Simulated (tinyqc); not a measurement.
Inside a calculation (part 2 of 2). Method: UHF in the sto-3g basis, for H2O, spin multiplicity 1. Computed by tinyqc, a small Python program that keeps every step (integrals from PySCF). Command: `OMP_NUM_THREADS=1 python tinyqc.py 25726 25727 out.jsonl` (the two numbers bound the seeds that draw the settings). One thread of a shared host (Intel(R) Xeon(R) Processor @ 2.60GHz), about 0.2 s of CPU time with the checks.

Geometry (angstrom):
```
atom,x,y,z
O,0.000000,0.000000,0.000000
H,0.000000,0.868000,0.522000
H,0.000000,-0.868000,0.522000
```

## Iteration 2: DIIS over 2 matrices

error matrix X^T (FDS - SDF) X (alpha):
```
,1,2,3,4,5,6,7
1,0.000000,-0.007286,-0.000919,0.000000,-0.007369,0.008094,0.008094
2,0.007286,0.000000,-0.064799,0.000000,-0.018689,0.022812,0.022812
3,0.000919,0.064799,0.000000,0.000000,0.063178,-0.069108,-0.069108
4,0.000000,0.000000,0.000000,0.000000,0.000000,-0.016874,0.016874
5,0.007369,0.018689,-0.063178,0.000000,0.000000,0.002310,0.002310
6,-0.008094,-0.022812,0.069108,0.016874,-0.002310,0.000000,0.000000
7,-0.008094,-0.022812,0.069108,-0.016874,-0.002310,0.000000,0.000000
```

B (overlaps of the stored error matrices):
```
,1,2
1,1.7014757e+00,-8.7180147e-03
2,-8.7180147e-03,7.9806390e-02
```

Minimise |sum c_i e_i|^2 with sum c_i = 1: solve [B -1; -1 0][c; lambda] = [0; -1] with B_ij = tr e_i^T e_j summed over both spins, and take F = sum c_i F_i.

DIIS coefficients: 0.049215  0.950785

extrapolated F(alpha) (hartree):
```
,1O 1s,1O 2s,1O 2px,1O 2py,1O 2pz,2H 1s,3H 1s
1O 1s,-20.240360,-5.162510,-0.000038,0.000000,-0.020422,-1.047445,-1.047445
1O 2s,-5.162510,-2.440835,0.077414,0.000000,-0.084416,-0.916910,-0.916910
1O 2px,-0.000038,0.077414,-0.298424,0.000000,0.128561,-0.044236,-0.044236
1O 2py,0.000000,0.000000,0.000000,-0.321319,0.000000,-0.400331,0.400331
1O 2pz,-0.020422,-0.084416,0.128561,0.000000,-0.352538,-0.285123,-0.285123
2H 1s,-1.047445,-0.916910,-0.044236,-0.400331,-0.285123,-0.482505,-0.284235
3H 1s,-1.047445,-0.916910,-0.044236,0.400331,-0.285123,-0.284235,-0.482505
```

extrapolated F(beta) (hartree):
```
,1O 1s,1O 2s,1O 2px,1O 2py,1O 2pz,2H 1s,3H 1s
1O 1s,-20.240360,-5.162510,0.000038,0.000000,-0.020422,-1.047445,-1.047445
1O 2s,-5.162510,-2.440835,-0.077414,0.000000,-0.084416,-0.916910,-0.916910
1O 2px,0.000038,-0.077414,-0.298424,0.000000,-0.128561,0.044236,0.044236
1O 2py,0.000000,0.000000,0.000000,-0.321319,0.000000,-0.400331,0.400331
1O 2pz,-0.020422,-0.084416,-0.128561,0.000000,-0.352538,-0.285123,-0.285123
2H 1s,-1.047445,-0.916910,0.044236,-0.400331,-0.285123,-0.482505,-0.284235
3H 1s,-1.047445,-0.916910,0.044236,0.400331,-0.285123,-0.284235,-0.482505
```

## Iteration 2: diagonalisation and new density

X:
```
,1O 1s,1O 2s,1O 2px,1O 2py,1O 2pz,2H 1s,3H 1s
1O 1s,1.024014,-0.140932,0.000000,0.000000,-0.007795,0.021217,0.021217
1O 2s,-0.140932,1.209873,0.000000,0.000000,0.080653,-0.268251,-0.268251
1O 2px,0.000000,0.000000,1.000000,0.000000,0.000000,0.000000,0.000000
1O 2py,0.000000,0.000000,0.000000,1.111372,0.000000,-0.221980,0.221980
1O 2pz,-0.007795,0.080653,0.000000,0.000000,1.034611,-0.115516,-0.115516
2H 1s,0.021217,-0.268251,0.000000,-0.221980,-0.115516,1.172465,-0.064507
3H 1s,0.021217,-0.268251,0.000000,0.221980,-0.115516,-0.064507,1.172465
```

Diagonalise F' = X^T F X, C = X C', fill 5 alpha and 5 beta electrons from the bottom; D(s) = C_occ C_occ^T. Each column has its largest component positive (the first on a tie).

F' = X^T F X (alpha) (hartree):
```
,1,2,3,4,5,6,7
1,-19.862978,-2.689173,-0.013829,0.000000,-0.043291,-0.147839,-0.147839
2,-2.689173,-1.286414,0.127768,0.000000,0.087854,-0.459311,-0.459311
3,-0.013829,0.127768,-0.298424,0.000000,0.149475,-0.084630,-0.084630
4,0.000000,0.000000,0.000000,-0.021366,0.000000,-0.456090,0.456090
5,-0.043291,0.087854,0.149475,0.000000,-0.255498,-0.258487,-0.258487
6,-0.147839,-0.459311,-0.084630,-0.456090,-0.258487,0.014663,-0.089996
7,-0.147839,-0.459311,-0.084630,0.456090,-0.258487,-0.089996,0.014663
```

orbital energies (alpha) (hartree): MO1 -20.248912, MO2 -1.243733, MO3 -0.606433, MO4 -0.459460, MO5 -0.330836, MO6 0.504293, MO7 0.689726

coefficients C (alpha):
```
,MO1,MO2,MO3,MO4,MO5,MO6,MO7
1O 1s,0.994260,-0.239991,0.000000,0.073006,0.048724,-0.124795,0.000000
1O 2s,0.025463,0.883056,0.000000,-0.357254,-0.315419,0.791530,0.000000
1O 2px,-0.000141,-0.074010,0.000000,-0.385444,0.882199,0.260154,0.000000
1O 2py,0.000000,0.000000,0.612264,0.000000,0.000000,0.000000,0.979199
1O 2pz,0.003083,0.102216,0.000000,0.813599,0.177604,0.632242,0.000000
2H 1s,-0.005380,0.130537,0.423232,0.168049,0.305257,-0.749031,-0.796994
3H 1s,-0.005380,0.130537,-0.423232,0.168049,0.305257,-0.749031,0.796994
```

F' = X^T F X (beta) (hartree):
```
,1,2,3,4,5,6,7
1,-19.862978,-2.689173,0.013829,0.000000,-0.043291,-0.147839,-0.147839
2,-2.689173,-1.286414,-0.127768,0.000000,0.087854,-0.459311,-0.459311
3,0.013829,-0.127768,-0.298424,0.000000,-0.149475,0.084630,0.084630
4,0.000000,0.000000,0.000000,-0.021366,0.000000,-0.456090,0.456090
5,-0.043291,0.087854,-0.149475,0.000000,-0.255498,-0.258487,-0.258487
6,-0.147839,-0.459311,0.084630,-0.456090,-0.258487,0.014663,-0.089996
7,-0.147839,-0.459311,0.084630,0.456090,-0.258487,-0.089996,0.014663
```

orbital energies (beta) (hartree): MO1 -20.248912, MO2 -1.243733, MO3 -0.606433, MO4 -0.459460, MO5 -0.330836, MO6 0.504293, MO7 0.689726

coefficients C (beta):
```
,MO1,MO2,MO3,MO4,MO5,MO6,MO7
1O 1s,0.994260,-0.239991,0.000000,0.073006,-0.048724,-0.124795,0.000000
1O 2s,0.025463,0.883056,0.000000,-0.357254,0.315419,0.791530,0.000000
1O 2px,0.000141,0.074010,0.000000,0.385444,0.882199,-0.260154,0.000000
1O 2py,0.000000,0.000000,0.612264,0.000000,0.000000,0.000000,0.979199
1O 2pz,0.003083,0.102216,0.000000,0.813599,-0.177604,0.632242,0.000000
2H 1s,-0.005380,0.130537,0.423232,0.168049,-0.305257,-0.749031,-0.796994
3H 1s,-0.005380,0.130537,-0.423232,0.168049,-0.305257,-0.749031,0.796994
```

D(alpha) after iteration 2:
```
,1O 1s,1O 2s,1O 2px,1O 2py,1O 2pz,2H 1s,3H 1s
1O 1s,1.053853,-0.228058,0.032466,0.000000,0.046586,-0.009535,-0.009535
1O 2s,-0.228058,1.007557,-0.205920,0.000000,-0.256341,-0.041186,-0.041186
1O 2px,0.032466,-0.205920,0.932320,0.000000,-0.164480,0.194863,0.194863
1O 2py,0.000000,0.000000,0.000000,0.374867,0.000000,0.259130,-0.259130
1O 2pz,0.046586,-0.256341,-0.164480,0.000000,0.703944,0.204266,0.204266
2H 1s,-0.009535,-0.041186,0.194863,0.259130,0.204266,0.317616,-0.040635
3H 1s,-0.009535,-0.041186,0.194863,-0.259130,0.204266,-0.040635,0.317616
```

D(beta) after iteration 2:
```
,1O 1s,1O 2s,1O 2px,1O 2py,1O 2pz,2H 1s,3H 1s
1O 1s,1.053853,-0.228058,-0.032466,0.000000,0.046586,-0.009535,-0.009535
1O 2s,-0.228058,1.007557,0.205920,0.000000,-0.256341,-0.041186,-0.041186
1O 2px,-0.032466,0.205920,0.932320,0.000000,0.164480,-0.194863,-0.194863
1O 2py,0.000000,0.000000,0.000000,0.374867,0.000000,0.259130,-0.259130
1O 2pz,0.046586,-0.256341,0.164480,0.000000,0.703944,0.204266,0.204266
2H 1s,-0.009535,-0.041186,-0.194863,0.259130,0.204266,0.317616,-0.040635
3H 1s,-0.009535,-0.041186,-0.194863,-0.259130,0.204266,-0.040635,0.317616
```

## Iteration 12 (converged): orbitals

converged F(alpha) (hartree):
```
,1O 1s,1O 2s,1O 2px,1O 2py,1O 2pz,2H 1s,3H 1s
1O 1s,-20.216972,-5.159015,0.000000,0.000000,-0.027154,-1.047029,-1.047029
1O 2s,-5.159015,-2.415241,0.000000,0.000000,-0.089567,-0.926004,-0.926004
1O 2px,0.000000,0.000000,-0.375823,0.000000,0.000000,0.000000,0.000000
1O 2py,0.000000,0.000000,0.000000,-0.286054,0.000000,-0.405738,0.405738
1O 2pz,-0.027154,-0.089567,0.000000,0.000000,-0.306447,-0.302271,-0.302271
2H 1s,-1.047029,-0.926004,0.000000,-0.405738,-0.302271,-0.497390,-0.282480
3H 1s,-1.047029,-0.926004,0.000000,0.405738,-0.302271,-0.282480,-0.497390
```

converged F(beta) (hartree):
```
,1O 1s,1O 2s,1O 2px,1O 2py,1O 2pz,2H 1s,3H 1s
1O 1s,-20.216972,-5.159015,0.000000,0.000000,-0.027154,-1.047029,-1.047029
1O 2s,-5.159015,-2.415241,0.000000,0.000000,-0.089567,-0.926004,-0.926004
1O 2px,0.000000,0.000000,-0.375823,0.000000,0.000000,0.000000,0.000000
1O 2py,0.000000,0.000000,0.000000,-0.286054,0.000000,-0.405738,0.405738
1O 2pz,-0.027154,-0.089567,0.000000,0.000000,-0.306447,-0.302271,-0.302271
2H 1s,-1.047029,-0.926004,0.000000,-0.405738,-0.302271,-0.497390,-0.282480
3H 1s,-1.047029,-0.926004,0.000000,0.405738,-0.302271,-0.282480,-0.497390
```

As before.

F' = X^T F X (alpha) (hartree):
```
,1,2,3,4,5,6,7
1,-19.838709,-2.694365,0.000000,0.000000,-0.051370,-0.144670,-0.144670
2,-2.694365,-1.238766,0.000000,0.000000,0.100629,-0.479446,-0.479446
3,0.000000,0.000000,-0.375823,0.000000,0.000000,0.000000,0.000000
4,0.000000,0.000000,0.000000,0.025889,0.000000,-0.468188,0.468188
5,-0.051370,0.100629,0.000000,0.000000,-0.198562,-0.283031,-0.283031
6,-0.144670,-0.479446,0.000000,-0.468188,-0.283031,0.010536,-0.078076
7,-0.144670,-0.479446,0.000000,0.468188,-0.283031,-0.078076,0.010536
```

orbital energies (alpha) (hartree): MO1 -20.225645, MO2 -1.225919, MO3 -0.605609, MO4 -0.412840, MO5 -0.375823, MO6 0.520828, MO7 0.720110

coefficients C (alpha):
```
,MO1,MO2,MO3,MO4,MO5,MO6,MO7
1O 1s,0.994227,-0.235678,0.000000,0.092024,0.000000,-0.130106,0.000000
1O 2s,0.025619,0.854864,0.000000,-0.479445,0.000000,0.820220,0.000000
1O 2px,0.000000,0.000000,0.000000,0.000000,1.000000,0.000000,0.000000
1O 2py,0.000000,0.000000,0.587569,0.000000,0.000000,0.000000,0.994214
1O 2pz,0.003433,0.098978,0.000000,0.806578,0.000000,0.665805,0.000000
2H 1s,-0.005444,0.157164,0.443043,0.283337,0.000000,-0.771056,-0.786153
3H 1s,-0.005444,0.157164,-0.443043,0.283337,0.000000,-0.771056,0.786153
```

F' = X^T F X (beta) (hartree):
```
,1,2,3,4,5,6,7
1,-19.838709,-2.694365,0.000000,0.000000,-0.051370,-0.144670,-0.144670
2,-2.694365,-1.238766,0.000000,0.000000,0.100629,-0.479446,-0.479446
3,0.000000,0.000000,-0.375823,0.000000,0.000000,0.000000,0.000000
4,0.000000,0.000000,0.000000,0.025889,0.000000,-0.468188,0.468188
5,-0.051370,0.100629,0.000000,0.000000,-0.198562,-0.283031,-0.283031
6,-0.144670,-0.479446,0.000000,-0.468188,-0.283031,0.010536,-0.078076
7,-0.144670,-0.479446,0.000000,0.468188,-0.283031,-0.078076,0.010536
```

orbital energies (beta) (hartree): MO1 -20.225645, MO2 -1.225919, MO3 -0.605609, MO4 -0.412840, MO5 -0.375823, MO6 0.520828, MO7 0.720110

coefficients C (beta):
```
,MO1,MO2,MO3,MO4,MO5,MO6,MO7
1O 1s,0.994227,-0.235678,0.000000,0.092024,0.000000,-0.130106,0.000000
1O 2s,0.025619,0.854864,0.000000,-0.479445,0.000000,0.820220,0.000000
1O 2px,0.000000,0.000000,0.000000,0.000000,1.000000,0.000000,0.000000
1O 2py,0.000000,0.000000,0.587569,0.000000,0.000000,0.000000,0.994214
1O 2pz,0.003433,0.098978,0.000000,0.806578,0.000000,0.665805,0.000000
2H 1s,-0.005444,0.157164,0.443043,0.283337,0.000000,-0.771056,-0.786153
3H 1s,-0.005444,0.157164,-0.443043,0.283337,0.000000,-0.771056,0.786153
```

D(alpha) after iteration 12:
```
,1O 1s,1O 2s,1O 2px,1O 2py,1O 2pz,2H 1s,3H 1s
1O 1s,1.052499,-0.220122,0.000000,0.000000,0.054311,-0.016379,-0.016379
1O 2s,-0.220122,0.961316,0.000000,0.000000,-0.302009,-0.001630,-0.001630
1O 2px,0.000000,0.000000,1.000000,0.000000,0.000000,0.000000,0.000000
1O 2py,0.000000,0.000000,0.000000,0.345238,0.000000,0.260319,-0.260319
1O 2pz,0.054311,-0.302009,0.000000,0.000000,0.660377,0.244071,0.244071
2H 1s,-0.016379,-0.001630,0.000000,0.260319,0.244071,0.301297,-0.091277
3H 1s,-0.016379,-0.001630,0.000000,-0.260319,0.244071,-0.091277,0.301297
```

D(beta) after iteration 12:
```
,1O 1s,1O 2s,1O 2px,1O 2py,1O 2pz,2H 1s,3H 1s
1O 1s,1.052499,-0.220122,0.000000,0.000000,0.054311,-0.016379,-0.016379
1O 2s,-0.220122,0.961316,0.000000,0.000000,-0.302009,-0.001630,-0.001630
1O 2px,0.000000,0.000000,1.000000,0.000000,0.000000,0.000000,0.000000
1O 2py,0.000000,0.000000,0.000000,0.345238,0.000000,0.260319,-0.260319
1O 2pz,0.054311,-0.302009,0.000000,0.000000,0.660377,0.244071,0.244071
2H 1s,-0.016379,-0.001630,0.000000,0.260319,0.244071,0.301297,-0.091277
3H 1s,-0.016379,-0.001630,0.000000,-0.260319,0.244071,-0.091277,0.301297
```

## Convergence

Stop when the energy changes by less than 1e-10 hartree and every element of the error matrix X^T (F D S - S D F) X (for each spin) is below 3e-06.

Course of the cycle:
```
iteration,E (hartree),change,largest element of the error matrix
1,-73.38531431,-,3.29e-01
2,-74.84555264,-1.46e+00,6.91e-02
3,-74.90894699,-6.34e-02,4.04e-02
4,-74.94451605,-3.56e-02,1.65e-02
5,-74.95039287,-5.88e-03,3.46e-03
6,-74.95067246,-2.80e-04,7.18e-04
7,-74.95067638,-3.92e-06,2.02e-04
8,-74.95067668,-3.01e-07,6.24e-05
9,-74.95067672,-4.70e-08,5.47e-06
10,-74.95067673,-2.50e-10,3.04e-06
11,-74.95067673,-1.95e-10,1.14e-06
12,-74.95067673,-3.33e-11,8.57e-08
```

PySCF UHF in the same basis, after a stability check = -74.95067673 hartree

Converged in 12 iterations.

## Populations, bond orders and dipole

overlap S:
```
,1O 1s,1O 2s,1O 2px,1O 2py,1O 2pz,2H 1s,3H 1s
1O 1s,1.000000,0.236704,0.000000,0.000000,0.000000,0.047278,0.047278
1O 2s,0.236704,1.000000,0.000000,0.000000,0.000000,0.439002,0.439002
1O 2px,0.000000,0.000000,1.000000,0.000000,0.000000,0.000000,0.000000
1O 2py,0.000000,0.000000,0.000000,1.000000,0.000000,0.320073,-0.320073
1O 2pz,0.000000,0.000000,0.000000,0.000000,1.000000,0.192486,0.192486
2H 1s,0.047278,0.439002,0.000000,0.320073,0.192486,1.000000,0.181101
3H 1s,0.047278,0.439002,0.000000,-0.320073,0.192486,0.181101,1.000000
```

Mulliken: Z minus the diagonal of D S on the atom; Loewdin: the same with S^(1/2) D S^(1/2); Mayer order: 2 sum_s sum (D(s) S)_ij (D(s) S)_ji over the two atoms.

Charges (e):
```
atom,Mulliken,Loewdin,Mulliken spin
1O,-0.345688,-0.247880,0
2H,0.172844,0.123940,0
3H,0.172844,0.123940,0
```

Mayer bond orders:
```
pair,order
2-1,0.947898
3-1,0.947898
3-2,0.022227
```

dipole moment about the origin, x y z (debye): 0.000000  0.000000  1.569054

<S^2> of the determinant (pure state: 0) = 0.000000
